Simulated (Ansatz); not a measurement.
System: grey tin (α-Sn). Method: PBE0 (Ansatz, an electronic-structure program, PAW).

Numerical settings: plane-wave cutoff 460 eV, 8×8×8 k mesh, Fermi–Dirac smearing 0.01 eV, scalar-relativistic PAW data made under PBE.

Computed at the level's own relaxed cell.

Problem. Give the computed volume per atom, bulk modulus, equilibrium lattice constant a and width of the whole s-p valence band.

Solution. 
* **volume per atom**: 35.04 Å³/atom
* **bulk modulus**: 43.8 GPa
* **equilibrium lattice constant a**: 6.544 Å
* **width of the whole s-p valence band**: 11.88 eV

The run finds no gap.

Measured, for comparison: equilibrium volume per atom 33.97 Å³/atom, lattice constant a 6.477 Å (static lattice: zero-point anharmonic expansion removed; as tabulated in Mejia-Rodriguez and Trickey (2018), arXiv:1807.09216); bulk modulus 42.8 GPa (0 K value with the zero-point phonon effect removed; as tabulated in Mejia-Rodriguez and Trickey (2018), arXiv:1807.09216). Computed (rounded) less measured: equilibrium volume per atom +3.1 %, bulk modulus +2 %, lattice constant a +1.0 %.

Spin–orbit coupling is not included; it can open a gap where bands touch, and shift volumes and moduli.

Computed values are for the static lattice.
